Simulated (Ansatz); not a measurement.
## What a trial cell of Fe2Cl relaxes into

Level of theory: Ansatz 0.2.0, DFT PBE, scalar-relativistic, plane waves, PAW. Cutoff 420 eV, Γ-centred k mesh, Gaussian smearing, collinear spin, first started from parallel moments.

Fe2Cl was placed on the anti-fluorite structure type (Fm-3m, No. 225), with Cl in place of Ca, Fe in place of F, at a guessed volume.

```
CELL_PARAMETERS angstrom
0.00000 2.85750 2.85750
2.85750 0.00000 2.85750
2.85750 2.85750 0.00000
ATOMIC_POSITIONS crystal
Fe 0.25000 0.25000 0.25000
Fe 0.75000 0.75000 0.75000
Cl 0.00000 0.00000 0.00000
```

Cell and atoms relax at zero pressure; the relaxation can't lower the symmetry of the start.

Formation energies are uncorrected and refer to the elements' standard structures at the same level (Cl₂ as a molecule).

Question: What does it relax into?

Answer: It keeps Fm-3m (No. 225). The result has the fluorite structure. Conventional cell: a = 5.612 Å. Fe has 4 Cl at 2.43 Å and 6 Fe at 2.81 Å; Cl is coordinated by 8 Fe at 2.43 Å.

```cif
data_structure
_symmetry_space_group_name_H-M 'Fm-3m'
_symmetry_Int_Tables_number 225
_cell_length_a 5.6120
_cell_length_b 5.6120
_cell_length_c 5.6120
_cell_angle_alpha 90.000
_cell_angle_beta 90.000
_cell_angle_gamma 90.000
_cell_volume 176.75
loop_
_atom_site_label
_atom_site_type_symbol
_atom_site_symmetry_multiplicity
_atom_site_Wyckoff_symbol
_atom_site_fract_x
_atom_site_fract_y
_atom_site_fract_z
_atom_site_occupancy
Fe1 Fe 8 c 0.25000 0.75000 0.75000 1
Cl1 Cl 4 a 0.00000 0.00000 0.00000 1
```

Question: What are its volume, energy, gap and moment?

Answer: The volume per atom is 14.73 Å³ and the density is 5.53 g/cm³. The energy over the elements is 0.89 eV/atom. The gap on the 14×14×14 mesh is 0 eV (a metal), the net moment per atom is 1.84 μB and the largest site moment is 2.70 μB.

The final run used a 14×14×14 mesh on its 3-atom cell and 0.10 eV smearing. The k mesh leaves about 4 meV/atom of noise in metals. Symmetry constrained the relaxation, so the result can be a saddle point. The steps took about 2.4 core-minutes in all.